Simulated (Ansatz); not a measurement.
## BGeNH, doublet: reading a ladder of total energies

Geometry: displaced at random from a stationary point.

```yaml
atoms:
  - { symbol: Ge, position_ang: [-0.0060, 0.0554, 0.5150] }
  - { symbol: B, position_ang: [-0.0069, 0.4310, -1.6779] }
  - { symbol: N, position_ang: [0.0411, -0.7149, -1.1990] }
  - { symbol: H, position_ang: [-0.0617, 1.3208, -2.4600] }
```

Basis cc-pVDZ; Ansatz 0.2.0. Correlated methods freeze the noble-gas cores and the filled d shells of p-block atoms, which leaves 13 electrons in 44 orbitals. Prefix R: restricted or restricted open-shell reference; prefix U: unrestricted. No spin–orbit coupling is included, and no scalar relativity.

Full CI isn't at hand for all of this; UCCSDT(Q) serves as the reference, and is uncertain by about the last step of the cluster series.

Runs differ by some tens of microhartree through their thresholds and, for an open shell, their frozen cores, so steps under 0.03 kcal/mol mean nothing.

```csv
level,total energy (hartree)
UHF,-2155.023653
UMP2,-2155.324079
UCCSD,-2155.345611
UCCSD(T),-2155.359971
UCCSDT,-2155.360713
UCCSDT(Q),-2155.362147
```

What is the correlation energy at UCCSDT(Q), and what share of it do UMP2 and UCCSD recover?

E(corr) = -2155.362147 − (-2155.023653) = -0.338494 hartree = -9.211 eV. UMP2: -0.300426 / -0.338494 = 88.75 %. UCCSD: -0.321958 / -0.338494 = 95.11 %.

By how many kcal/mol does UCCSD(T) miss UCCSDT(Q) (1 hartree = 627.509 kcal/mol), and which steps make up the rest?

-2155.359971 − (-2155.362147) = 0.002176 hartree = 1.37 kcal/mol. Steps: UCCSDT − UCCSD(T) = -0.47, UCCSDT(Q) − UCCSDT = -0.90 kcal/mol. Differences between like states or geometries often cancel part of this.
